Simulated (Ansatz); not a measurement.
`C#CS(C)(=O)=O` → 3 C• + 4 H• + 2 O• + S•  (atomization)

Calculated with Ansatz (gas phase, PBE0-D4/def2-TZVP geometries, no zero-point term in ΔE). CCSD(T)/CBS is the MP2 limit (def2-TZVPP, def2-QZVPP) plus CCSD(T) − MP2 in def2-TZVPP, frozen cores. This one scheme is used for every species, atoms too. DFT in def2-TZVPP. B3LYP here is the variant with VWN-RPA as its local correlation; programs differ in this. Open shells (•) are unrestricted, without spin–orbit coupling. Spin–orbit coupling would lower the free atoms: a little for C, O, S.

`C#CS(C)(=O)=O`:

Cartesian coordinates in Å:
```
C -2.167 -0.371 -0.995
C -1.083 -0.512 -0.498
S 0.466 -0.745 0.214
C 0.997 0.917 0.458
O 1.305 -1.357 -0.770
O 0.267 -1.359 1.490
H -3.129 -0.254 -1.437
H 1.055 1.418 -0.506
H 1.986 0.845 0.913
H 0.303 1.417 1.132
```

```csv
level,ΔE (kcal/mol)
LDA (SPW92),1132.8
PBE0-D4,953.8
CAM-B3LYP-D4,945.3
B3LYP,933.1
MP2/def2-SVP,877.8
CCSD(T)/def2-SVP,846.1
HF/def2-TZVPP,617.3
CCSD(T)/def2-TZVPP,913.2
```

Problem. What does CCSD(T)/CBS give? (Best estimate.)

Solution. Computed: +948.0 kcal/mol. The listed levels differ from it by 184.8, 5.8, -2.7, -14.9, -70.2, -101.9, -330.7, -34.8 kcal/mol.

Problem. What do rigid-rotor, harmonic-oscillator terms from PBE0-D4/def2-TZVP frequencies (298.15 K, 1 bar) make of the CCSD(T)/CBS value? (Estimate.)

Solution. Ansatz gave: ΔZPE = -42.1 kcal/mol, ΔH = +916.0 kcal/mol, ΔS = 1092 J/(mol·K), ΔG = +838.1 kcal/mol. Open shells count their whole term as degenerate.

Largest T1 diagnostic among the species: 0.016.

The D4 term adds +9.3 kcal/mol with B3LYP and +4.8 kcal/mol with PBE0; it sums over pairs of atoms, weighted by their polarisabilities, and B3LYP, whose exchange is more repulsive, gets the larger term. At CCSD(T), def2-SVP lies −101.9 kcal/mol from the extrapolated value and def2-TZVPP −34.9 kcal/mol: correlation converges slowly with the basis, and small sets miss more of it in the bonded molecule than in its fragments. From BLYP to BHLYP (50 % exact exchange), in def2-TZVPP and without D4, ΔE moves by −54.7 kcal/mol: exact exchange takes away binding that semilocal exchange gives to molecules.

For atomizations the MP2-based limit and the directly extrapolated one differ by several kJ/mol either way, and by 10 to 25 for some Ge, Se and Sn compounds, so smaller differences from it don't rank the levels.
